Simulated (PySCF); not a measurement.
**CO + 2 HF → H₂CO + F₂**

Level: B3LYP in the def2-TZVP basis family, all electrons, no relativity, computed in PySCF with density fitting; open shells unrestricted.

```json
{"species": "CO", "state and structure": "singlet, C∞v, C–O 1.125 Å", "E (Eh)": "-113.36252", "ZPE (kJ/mol)": "13.3", "H(298 K) − H(0) (kJ/mol)": "8.7", "S° (J/(mol K))": "197.6"}
{"species": "HF", "state and structure": "singlet, C∞v, H–F 0.924 Å", "E (Eh)": "-100.49049", "ZPE (kJ/mol)": "24.4", "H(298 K) − H(0) (kJ/mol)": "8.7", "S° (J/(mol K))": "173.7"}
{"species": "H₂CO", "state and structure": "singlet, C2v, C–H 1.107 Å (×2), C–O 1.199 Å; H–C–H 115.9°, H–C–O 122.0° (×2)", "E (Eh)": "-114.55428", "ZPE (kJ/mol)": "69.7", "H(298 K) − H(0) (kJ/mol)": "10.0", "S° (J/(mol K))": "218.6"}
{"species": "F₂", "state and structure": "singlet, D∞h, F–F 1.396 Å", "E (Eh)": "-199.59957", "ZPE (kJ/mol)": "6.3", "H(298 K) − H(0) (kJ/mol)": "8.8", "S° (J/(mol K))": "202.2"}
```

(1) What is the electronic reaction energy?

(2) Add zero-point, thermal and entropy terms for 298.15 K and 1 bar.

## Answers

(1) At B3LYP/def2-TZVP, ΔE = 497.9 kJ/mol from the differences of the total energies times 2625.5, uphill. 

(2) ΔZPE = 13.9 and Δ[H(298) − H(0)] = -7.3 kJ/mol give ΔH° = 504.5 kJ/mol. ΔS° = -124.2 J/(mol K), so ΔG° = 504.5 − 298.15 × (-0.1242) = 542 kJ/mol.

Each species is the lowest minimum found with this bonding; other isomers or fragments can lie lower.
